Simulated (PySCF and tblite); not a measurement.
The numbers below are computed, except where a source is named.
C₃H₆F₂, numbered as in [CH3:1][C@H:2]([F:3])[CH2:4][F:5].

Search: ETKDG and KDG, MMFF94s, GFN2-xTB, 90 starts; geometries at PBE0-D3(BJ)/def2-SVP. Weights use PBE0-D3(BJ)/def2-TZVP energies plus GFN2-xTB zero-point and thermal terms (modes under about 100 cm⁻¹ blended into free rotors). Symmetry numbers and mirror images are counted. Conformers within 4 kcal/mol (GFN2-xTB free energy) were kept, 5 at most. GIAO shieldings: PBE0/pcSseg-1. Shifts are against TMS (¹H), TMS (¹³C), CFCl3 (¹⁹F) at the same level; of two unlike H on one atom, a is the less shielded. Codes: tblite and PySCF.

(1) List the conformer-averaged shifts at 298.15 K.

(2) How do the conformers differ?

(3) Which signal moves most, for its nucleus, between 150 and 400 K through the change of populations alone?

Unscaled ¹⁹F shifts at such levels can be off by tens of ppm; differences between conformers or isomers are more reliable. Shifts are unscaled: against experiment ¹³C can be off by 15 ppm or more and ¹H by 0.8 ppm.

## Answers

(1) ¹H: 4.53 (H2, 1H), 4.36 (H4a, 1H), 4.34 (H4b, 1H), 1.30 (H1, 3H) ppm. ¹³C: 88.7 (C2), 86.6 (C4), 17.5 (C1) ppm. ¹⁹F: -205.8 (F3), -251.0 (F5) ppm.

(2) Torsions listed: F3–C2–C4–F5.
```csv
conformer,shape,weight %
1,68°,40.2
2,-74°,34.9
3,176°,24.8
```

```tsv
signal	1	2	3	average
H1	1.12	1.45	1.38	1.30
H2	4.75	4.29	4.54	4.53
H4a	4.42	4.12	4.60	4.36
H4b	4.12	4.84	3.98	4.34
C1	16.9	16.5	19.7	17.5
C2	89.1	89.5	86.9	88.7
C4	87.7	86.4	85.2	86.6
F3	-202.5	-199.9	-219.5	-205.8
F5	-240.6	-259.7	-255.5	-251.0
```

(3) F3: -204.4 ppm at 150 K, -205.0 ppm at 200 K, -205.5 ppm at 250 K, -205.8 ppm at 298.15 K, -206.3 ppm at 400 K.
